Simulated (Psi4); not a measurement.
# One shape, several levels: BNH3 (SMILES B[NH])

Aim: a comparison of 5 runs (UHF/def2-SVP, UHF/6-311+G**, USVWN5/6-31+G*, UMP2/cc-pwCVDZ, UCCSD/6-311G) of BNH3. 

The results are computed with Psi4 1.11.

5 further runs of the same task are left out: 1 that didn't finish, 4 set aside as unsound or not needed.

## 1. The system as given

The species is BNH3 (5 atoms), meant as a doublet with charge 0. As SMILES, `B[NH]`. The coordinates come from a PBE0-D4/def2-TZVP relaxation.

Bond lengths: B1–N2 1.329 Å, B1–H3 1.210 Å, B1–H4 1.204 Å, N2–H5 0.999 Å. Angles: B1–N2–H5 163.9°, N2–B1–H3 118.8°, N2–B1–H4 121.2°, H3–B1–H4 119.9°.

## 2. Energy and forces at UHF/def2-SVP (run 1)

Contents of job.inp:

```
memory 1600 mb

molecule geom {
  0 2
  B     -0.310800    -0.370100    -0.091600
  N      0.531200     0.655200    -0.019800
  H     -0.414800    -1.107400     0.862500
  H     -0.964100    -0.573100    -1.081900
  H      1.208400     1.321700     0.289300
  symmetry c1
}

set globals {
  basis         def2-SVP
  reference     uhf
  puream        true
  e_convergence 1e-09
  d_convergence 1e-08
  scf_type      pk
  maxiter       200
}

gradient("hf")
print_variables()
```

On the command line:

```bash
$ psi4 -i job.inp -o job.out -n 1
```

job.out:

```text
[...]
  Running in c1 symmetry.
[...]
  Nuclear repulsion =   27.148135806541628
[...]
  Multiplicity = 2
[...]
  Nalpha       = 8
  Nbeta        = 7
[...]
    Number of basis functions: 43
[...]
   @UHF iter   1:   -80.67053706058412   -8.11380e-01   8.31997e-03 ADIIS/DIIS
[...]
   @UHF iter  15:   -80.78115871322008   -8.38440e-13   4.76387e-09 DIIS
[...]
   @S^2 Observed:                7.739829988E-01
[...]
  @UHF Final Energy:   -80.78115871322008
   => Energetics <=
    Nuclear Repulsion Energy =             27.1481358065416281
    One-Electron Energy =                -162.1767233625484437
    Two-Electron Energy =                  54.2474288427867393
    Total Energy =                        -80.7811587132200657
  UHF NO Occupations:
  HONO-2 :    6  A 1.9969333
  HONO-1 :    7  A 1.9943350
[...]
  -Total Gradient:
     Atom            X                  Y                   Z
    ------   -----------------  -----------------  -----------------
       1        0.020326292010     0.026058488302    -0.000333524786
       2       -0.023481027665    -0.028162995881    -0.002697731727
       3       -0.000524036376    -0.000906612761     0.000380657969
       4       -0.000748632913    -0.001379979706     0.000678444757
       5        0.004427404944     0.004391100046     0.001972153787
[...]
```

Wall time 1.4 s (1 thread of Intel Xeon 6975P-C (Granite Rapids), shared host); peak memory 0.2 GiB.

## 3. A single-point energy at UHF/6-311+G(d,p) (DKH3, density fitting) (run 2)

Contents of bh3n.py:

```python
import psi4

psi4.set_memory('1600 MB')
psi4.set_num_threads(1)
psi4.core.set_output_file('output.dat', False)

m = psi4.geometry("""
0 2
B
N 1 1.328668
H 1 1.210262 2 118.81381
H 1 1.203621 3 119.94922 2 179.99546
H 2 0.999182 1 163.93826 4 179.85312
units angstrom
symmetry c1
no_reorient
no_com
""")

psi4.set_options({
    'basis': '6-311+G**',
    'reference': 'uhf',
    'relativistic': 'dkh',
    'dkh_order': 3,
})

e_tot, wfn = psi4.energy('hf', molecule=m, return_wfn=True)
print(f'hf energy: {e_tot:.10f} Eh')
for k, v in sorted(psi4.core.scalar_variables().items()):
    print(f'{k:45s} {v:18.10f}')
```

On the command line:

```bash
$ python bh3n.py
```

output.dat:

```text
[...]
  Running in c1 symmetry.
[...]
  Nuclear repulsion =   27.148139970982687
[...]
  Multiplicity = 2
[...]
  Nalpha       = 8
  Nbeta        = 7
[...]
    Number of basis functions: 62
[...]
   @DF-UHF iter   1:   -80.75614081313023   -8.54232e-01   7.16203e-03 ADIIS/DIIS
[...]
   @DF-UHF iter  12:   -80.89861714156658   -2.61934e-08   3.26515e-07 DIIS
[...]
   @S^2 Observed:                7.744444905E-01
[...]
  @DF-UHF Final Energy:   -80.89861714156658
   => Energetics <=
    Nuclear Repulsion Energy =             27.1481399709826867
    One-Electron Energy =                -162.3258454102686699
    Two-Electron Energy =                  54.2790882977193974
    Total Energy =                        -80.8986171415665751
  UHF NO Occupations:
  HONO-2 :    6  A 1.9969073
  HONO-1 :    7  A 1.9941795
[...]
 Multipole Moments:
 ------------------------------------------------------------------------------------
     Multipole            Electronic (a.u.)      Nuclear  (a.u.)        Total (a.u.)
 ------------------------------------------------------------------------------------
 L = 1.  Multiply by 2.5417464519 to convert [e a0] to [Debye]
 Dipole X            :          0.0000611            0.0005645            0.0006255
 Dipole Y            :         -0.1312304            0.2679612            0.1367308
 Dipole Z            :          0.9194768           -0.2938468            0.6256300
 Magnitude           :                                                    0.6403973
[...]
```

On the terminal:

```text
hf energy: -80.8986171416 Eh
CURRENT ENERGY                                    -80.8986171416
CURRENT REFERENCE ENERGY                          -80.8986171416
DD SOLVATION ENERGY                                 0.0000000000
HF KINETIC ENERGY                                  81.1358313761
HF POTENTIAL ENERGY                              -162.0344485177
HF TOTAL ENERGY                                   -80.8986171416
HF VIRIAL RATIO                                     1.9970763320
NUCLEAR REPULSION ENERGY                           27.1481399710
ONE-ELECTRON ENERGY                              -162.3258454103
PCM POLARIZATION ENERGY                             0.0000000000
PE ENERGY                                           0.0000000000
SCF ITERATION ENERGY                              -80.8986171416
SCF ITERATIONS                                     12.0000000000
SCF TOTAL ENERGY                                  -80.8986171416
TWO-ELECTRON ENERGY                                54.2790882977
```

Run time: 1.5 s. Hardware: 1 thread of Intel Xeon 6975P-C (Granite Rapids), shared host; peak memory 0.19 GiB.

## 4. The energy at USVWN5/6-31+G(d) (spherical functions) (run 3)

Contents of calc.inp:

```
memory 1.6 GB

molecule mol {
  0 2
  B     -0.310800    -0.370100    -0.091600
  N      0.531200     0.655200    -0.019800
  H     -0.414800    -1.107400     0.862500
  H     -0.964100    -0.573100    -1.081900
  H      1.208400     1.321700     0.289300
  symmetry c1
}

set {
  basis                6-31+G*
  reference            uks
  puream               true
  e_convergence        1e-09
  d_convergence        1e-08
  scf_type             pk
  dft_radial_points    99
  dft_spherical_points 590
  maxiter              200
}

E, wfn = energy('scf', dft_functional={"name": "SVWN5", "x_functionals": {"LDA_X": {}}, "c_functionals": {"LDA_C_VWN": {}}}, return_wfn=True)
oeprop(wfn, 'LOWDIN_CHARGES', 'QUADRUPOLE', 'MULLIKEN_CHARGES')
```

On the command line:

```bash
$ psi4 calc.inp calc.out -n 1
```

calc.out:

```text
[...]
  Running in c1 symmetry.
[...]
  Nuclear repulsion =   27.148135806541628
[...]
  Multiplicity = 2
[...]
  Nalpha       = 8
  Nbeta        = 7
[...]
    Number of basis functions: 42
[...]
   @UKS iter   1:   -80.23852908137664   -1.96461e-01   1.92398e-02 ADIIS/DIIS
[...]
   @UKS iter  12:   -80.58351745108480   -7.90124e-12   8.77153e-09 DIIS
[...]
   @S^2 Observed:                7.542436407E-01
[...]
  @UKS Final Energy:   -80.58351745108480
   => Energetics <=
    Nuclear Repulsion Energy =             27.1481358065416281
    One-Electron Energy =                -162.4157932606538282
    Two-Electron Energy =                  65.9165506487063055
    DFT Exchange-Correlation Energy =     -11.2324106456789110
    Empirical Dispersion Energy =           0.0000000000000000
    VV10 Nonlocal Energy =                  0.0000000000000000
    Total Energy =                        -80.5835174510848020
[...]
 Multipole Moments:
 ------------------------------------------------------------------------------------
     Multipole            Electronic (a.u.)      Nuclear  (a.u.)        Total (a.u.)
 ------------------------------------------------------------------------------------
 L = 1.  Multiply by 2.5417464519 to convert [e a0] to [Debye]
 Dipole X            :          0.4295078           -0.1195010            0.3100068
 Dipole Y            :          0.5714552           -0.2989976            0.2724576
 Dipole Z            :         -0.0398157            0.2333867            0.1935710
 Magnitude           :                                                    0.4558586
 L = 2.  Multiply by 1.3450342976 to convert [e a0^2] to [Debye ang]
 Quadrupole XX       :        -26.3637850           16.9811268           -9.3826582
 Quadrupole XY       :        -17.4679524           18.9449833            1.4770309
[...]
```

Run time: 4.8 s. Hardware: 1 thread of Intel Xeon 6975P-C (Granite Rapids), shared host; peak memory 0.31 GiB.

Run 4 isn't shown in full; the table further down has it.

## 5. The energy at UCCSD/6-311G (run 5)

Contents of calc.dat:

```
memory 1600 MB

molecule {
  0 2
  B     -0.58732688    -0.69938764    -0.17309891
  N      1.00382252     1.23814856    -0.03741658
  H     -0.78385840    -2.09268271     1.62988878
  H     -1.82188496    -1.08300204    -2.04449469
  H      2.28354505     2.49765102     0.54669777
  units au
  no_reorient
  no_com
}

set reference uhf
set scf_type pk
set freeze_core true

e = energy("ccsd/6-311G")
```

On the command line:

```bash
$ psi4 -n 1 calc.dat calc.out
```

calc.out:

```text
[...]
  Running in c1 symmetry.
[...]
  Nuclear repulsion =   27.148135794361355
[...]
  Multiplicity = 2
[...]
  Nalpha       = 8
  Nbeta        = 7
[...]
    Number of basis functions: 35
[...]
   @UHF iter   1:   -80.71744110485805   -8.11664e-01   1.07804e-02 DIIS/ADIIS
[...]
   @UHF iter  15:   -80.83300290510378   -6.67910e-13   6.23956e-09 DIIS
[...]
   @S^2 Observed:                7.788278344E-01
[...]
  @UHF Final Energy:   -80.83300290510378
   => Energetics <=
    Nuclear Repulsion Energy =             27.1481357943613553
    One-Electron Energy =                -162.2093895134335355
    Two-Electron Energy =                  54.2282508139683870
    Total Energy =                        -80.8330029051037826
  UHF NO Occupations:
  HONO-2 :    6  A 1.9968733
  HONO-1 :    7  A 1.9923092
[...]
 Multipole Moments:
 ------------------------------------------------------------------------------------
     Multipole            Electronic (a.u.)      Nuclear  (a.u.)        Total (a.u.)
 ------------------------------------------------------------------------------------
 L = 1.  Multiply by 2.5417464519 to convert [e a0] to [Debye]
 Dipole X            :         -3.3110525            3.7679249            0.4568724
 Dipole Y            :         -4.0251839            4.4920680            0.4668841
 Dipole Z            :          1.1773182           -0.9953188            0.1819995
 Magnitude           :                                                    0.6781128
[...]
      * MP2 total energy                      =  -80.983421569302436
[...]
      * CCSD total energy                     =  -81.010662680651194
[...]
```

Run time: 2.9 s. Hardware: 1 thread of Intel Xeon 6975P-C (Granite Rapids), shared host; peak memory 0.2 GiB.

## 6. All runs side by side

| run | level | task | integrals | energy (Eh) | dipole moment (D) | HOMO energy (eV) | LUMO energy (eV) | wall time |
| --- | --- | --- | --- | --- | --- | --- | --- | --- |
| 1 | UHF/def2-SVP | gradient | pk | -80.781159 | 1.85 | -11.60 | 2.55 | 1.4 s |
| 2 | UHF/6-311+G** (DKH3, density fitting) | energy | df | -80.898617 | 1.63 | -11.67 | 1.49 | 1.5 s |
| 3 | USVWN5/6-31+G* (spherical functions) | energy | pk | -80.583517 | 1.16 | -6.20 | -4.83 | 4.8 s |
| 4 | UMP2/cc-pwCVDZ (density fitting for correlation) | energy | pk | -81.079650 | – | -11.54 | 2.61 | 1.6 s |
| 5 | UCCSD/6-311G | energy | pk | -81.010663 | – | -11.49 | 2.48 | 2.9 s |

## 7. Outcome

```
                                                         quantity         value
                                              run 5: total energy  -81.01066 Eh
run 5: HOMO energy (Hartree–Fock orbitals) (highest over α and β)     -11.49 eV
 run 5: LUMO energy (Hartree–Fock orbitals) (lowest over α and β)       2.48 eV
               run 5: correlation energy (2 core orbitals frozen)    -177.7 mEh
                         run 5: ⟨S²⟩ of the reference determinant         0.779
                                             run 5: T1 diagnostic         0.047
```

**Reading.** Over runs 1, 2, 3 the dipole moment (its size) runs from 1.16 D (USVWN5/6-31+G*) to 1.85 D (UHF/def2-SVP). The two ends differ in method and basis. All runs together took 12 s, the longest 4.8 s.
